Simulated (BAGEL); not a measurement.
# RI-MP2/cc-pVDZ (density fitting with qzvpp-jkfit) run of BNH6O (SMILES [NH3+][BH2-]O)

What is the energy change on altering one bond length of BNH6O at RI-MP2/cc-pVDZ (density fitting with qzvpp-jkfit)? 

Program for the calculation: BAGEL 1.2.2.

3 further runs of the same task are left out: 3 that didn't finish.

### 1 The structure to begin with

BNH6O: 9 atoms, total charge 0, spin state singlet. As SMILES, `[NH3+][BH2-]O`. The coordinates come from a GFN2-xTB relaxation. This is one conformer, not always the lowest.

Bond lengths: N1–B2 1.790 Å, B2–O3 1.407 Å, N1–H4 1.012 Å, N1–H5 1.012 Å, N1–H6 1.013 Å, B2–H7 1.186 Å, B2–H8 1.195 Å, O3–H9 0.955 Å. Some angles: N1–B2–O3 103.8°, N1–B2–H7 101.1°, N1–B2–H8 101.9°, O3–B2–H7 112.3°, O3–B2–H8 117.8°, B2–N1–H4 109.7°, B2–N1–H5 104.6°, B2–N1–H6 110.3°, B2–O3–H9 113.0°, H7–B2–H8 116.7°.

### 2 A single-point energy at RI-MP2/cc-pVDZ (density fitting with qzvpp-jkfit)

File calc.json:

```json
{ "bagel": [

{
  "title": "molecule",
  "basis": "cc-pvdz.json",
  "df_basis": "qzvpp-jkfit",
  "angstrom": "true",
  "geometry": [
    { "atom": "N", "xyz": [      -0.594820,       0.588420,      -0.642590 ] },
    { "atom": "B", "xyz": [       0.419800,      -0.664420,       0.134950 ] },
    { "atom": "O", "xyz": [       1.082380,       0.030930,       1.163530 ] },
    { "atom": "H", "xyz": [      -0.993350,       0.223030,      -1.497480 ] },
    { "atom": "H", "xyz": [       0.043730,       1.349630,      -0.837240 ] },
    { "atom": "H", "xyz": [      -1.321570,       0.896120,      -0.008140 ] },
    { "atom": "H", "xyz": [       1.148200,      -0.953250,      -0.755160 ] },
    { "atom": "H", "xyz": [      -0.393550,      -1.480850,       0.449290 ] },
    { "atom": "H", "xyz": [       0.609180,       0.010380,       1.992840 ] }
  ]
},

{
  "title": "hf"
},

{
  "title": "mp2",
  "ncore": 3
}

]}
```

The basis set cc-pVDZ is read from a file made from the Basis Set Exchange's data (not shown).

Launch:

```
$ BAGEL_NUM_THREADS=1 BAGEL calc.json > calc.out
```

Output:

```text
* using 1 threads per process

  ===============================================================
  ===============================================================

  *** Geometry ***

  { "atom" : "N", "xyz" : [     -1.124047,      1.111953,     -1.214319 ] },
  { "atom" : "B", "xyz" : [      0.793307,     -1.255572,      0.255019 ] },
  { "atom" : "O", "xyz" : [      2.045402,      0.058449,      2.198753 ] },
  { "atom" : "H", "xyz" : [     -1.877159,      0.421466,     -2.829827 ] },
  { "atom" : "H", "xyz" : [      0.082638,      2.550431,     -1.582154 ] },
  { "atom" : "H", "xyz" : [     -2.497405,      1.693421,     -0.015382 ] },
  { "atom" : "H", "xyz" : [      2.169784,     -1.801381,     -1.427046 ] },
  { "atom" : "H", "xyz" : [     -0.743702,     -2.798401,      0.849035 ] },
  { "atom" : "H", "xyz" : [      1.151183,      0.019615,      3.765922 ] },

  Number of auxiliary basis functions:      337

  Since a DF basis is specified, we compute 2- and 3-index integrals:
    o Being stored without compression. Storage requirement is 0.014 GB

  Number of basis functions:       72
  Number of electrons      :       26

    * METHOD: MOLECULE                             0.11

  *** RHF ***

  === Nuclear Repulsion ===
    77.6512448939

      * DIIS with orbital gradients will be used.

  === RHF iteration (cc-pvdz.json) ===
      0       -157.26913997          0.02281759           0.02
      1       -157.46068942          0.01354753           0.02
      2       -157.53487742          0.00184459           0.02
      3       -157.53655442          0.00061945           0.02
      4       -157.53670837          0.00013811           0.02
      5       -157.53671887          0.00003661           0.02
      6       -157.53671962          0.00001144           0.02
      7       -157.53671976          0.00000244           0.02
      8       -157.53671977          0.00000056           0.02
      9       -157.53671977          0.00000013           0.02
     10       -157.53671977          0.00000004           0.02
     11       -157.53671977          0.00000002           0.02
     12       -157.53671977          0.00000000           0.02
    * SCF iteration converged.

    * Permanent dipole moment:
           (    1.496967,    -1.177020,     0.510775) a.u.

    * METHOD: HF                                   0.32

  *** RHF ***

  === Nuclear Repulsion ===
    77.6512448939

      * DIIS with orbital gradients will be used.

  === RHF iteration (cc-pvdz.json) ===
      0       -157.53671977          0.00000000           0.02
    * SCF iteration converged.

    * Permanent dipole moment:
           (    1.496967,    -1.177020,     0.510775) a.u.

  === DF-MP2 calculation ===

    * freezing 3 orbitals
    * 3-index integral transformation done
    * assembly done

      MP2 correlation energy:   -0.4767469287      0.02

      MP2 total energy:       -158.0134666970

    * METHOD: MP2                                  0.07

  ===============================================================
```

It took 0.62 s on 1 thread of Arm Neoverse V1, shared host.

### 3 The distorted shape

File calc.json:

```json
{ "bagel" : [

{
  "title" : "molecule",
  "basis" : "cc-pvdz.json",
  "df_basis" : "qzvpp-jkfit",
  "angstrom" : true,
  "geometry" : [
    { "atom" : "N", "xyz" : [      -0.746985,       0.776312,      -0.759200 ] },
    { "atom" : "B", "xyz" : [       0.419800,      -0.664420,       0.134950 ] },
    { "atom" : "O", "xyz" : [       1.082380,       0.030930,       1.163530 ] },
    { "atom" : "H", "xyz" : [      -1.145515,       0.410922,      -1.614090 ] },
    { "atom" : "H", "xyz" : [      -0.108435,       1.537522,      -0.953850 ] },
    { "atom" : "H", "xyz" : [      -1.473735,       1.084012,      -0.124750 ] },
    { "atom" : "H", "xyz" : [       1.148200,      -0.953250,      -0.755160 ] },
    { "atom" : "H", "xyz" : [      -0.393550,      -1.480850,       0.449290 ] },
    { "atom" : "H", "xyz" : [       0.609180,       0.010380,       1.992840 ] }
  ]
},

{ "title" : "hf" },

{ "title" : "mp2", "ncore" : 3 }

]}
```

The basis set cc-pVDZ is read from a file made from the Basis Set Exchange's data (not shown).

Launch:

```
$ BAGEL_NUM_THREADS=1 BAGEL calc.json > calc.out
```

Output:

```text
* using 1 threads per process

  ===============================================================
  ===============================================================

  *** Geometry ***

  { "atom" : "N", "xyz" : [     -1.411597,      1.467017,     -1.434680 ] },
  { "atom" : "B", "xyz" : [      0.793307,     -1.255572,      0.255019 ] },
  { "atom" : "O", "xyz" : [      2.045402,      0.058449,      2.198753 ] },
  { "atom" : "H", "xyz" : [     -2.164710,      0.776530,     -3.050188 ] },
  { "atom" : "H", "xyz" : [     -0.204912,      2.905495,     -1.802515 ] },
  { "atom" : "H", "xyz" : [     -2.784956,      2.048486,     -0.235743 ] },
  { "atom" : "H", "xyz" : [      2.169784,     -1.801381,     -1.427046 ] },
  { "atom" : "H", "xyz" : [     -0.743702,     -2.798401,      0.849035 ] },
  { "atom" : "H", "xyz" : [      1.151183,      0.019615,      3.765922 ] },

  Number of auxiliary basis functions:      337

  Since a DF basis is specified, we compute 2- and 3-index integrals:
    o Being stored without compression. Storage requirement is 0.014 GB

  Number of basis functions:       72
  Number of electrons      :       26

    * METHOD: MOLECULE                             0.11

  *** RHF ***

  === Nuclear Repulsion ===
    74.1718203468

      * DIIS with orbital gradients will be used.

  === RHF iteration (cc-pvdz.json) ===
      0       -157.26871629          0.02260373           0.02
      1       -157.45514945          0.01363288           0.02
      2       -157.53082660          0.00181480           0.02
      3       -157.53244066          0.00061478           0.02
      4       -157.53259369          0.00013998           0.02
      5       -157.53260460          0.00003778           0.02
      6       -157.53260544          0.00001174           0.02
      7       -157.53260558          0.00000229           0.02
      8       -157.53260559          0.00000057           0.02
      9       -157.53260559          0.00000013           0.02
     10       -157.53260559          0.00000005           0.02
     11       -157.53260559          0.00000002           0.02
     12       -157.53260559          0.00000000           0.02
    * SCF iteration converged.

    * Permanent dipole moment:
           (    1.357541,    -1.023319,     0.386152) a.u.

    * METHOD: HF                                   0.33

  *** RHF ***

  === Nuclear Repulsion ===
    74.1718203468

      * DIIS with orbital gradients will be used.

  === RHF iteration (cc-pvdz.json) ===
      0       -157.53260559          0.00000000           0.02
    * SCF iteration converged.

    * Permanent dipole moment:
           (    1.357541,    -1.023319,     0.386152) a.u.

  === DF-MP2 calculation ===

    * freezing 3 orbitals
    * 3-index integral transformation done
    * assembly done

      MP2 correlation energy:   -0.4746349513      0.02

      MP2 total energy:       -158.0072405406

    * METHOD: MP2                                  0.07

  ===============================================================
```

Run time: 0.64 s. Hardware: 1 thread of Arm Neoverse V1, shared host.

### 4 Summary of results

Level: RI-MP2/cc-pVDZ (density fitting with qzvpp-jkfit), 3 core orbitals frozen.

| quantity | value |
| --- | --- |
| first shape: total energy | -158.01347 Eh |
| first shape: correlation energy (3 core orbitals frozen) | -476.7 mEh |
| distorted shape: total energy | -158.00724 Eh |
| distorted shape: correlation energy (3 core orbitals frozen) | -474.6 mEh |
| energy change with the N1–B2 bond stretched from 1.790 to 2.058 Å | 0.169 eV |

In words: With the N1–B2 bond stretched from 1.790 to 2.058 Å the energy rises by 0.17 eV (3.9 kcal/mol). The first shape isn't relaxed at this level, so the change isn't measured from a minimum.
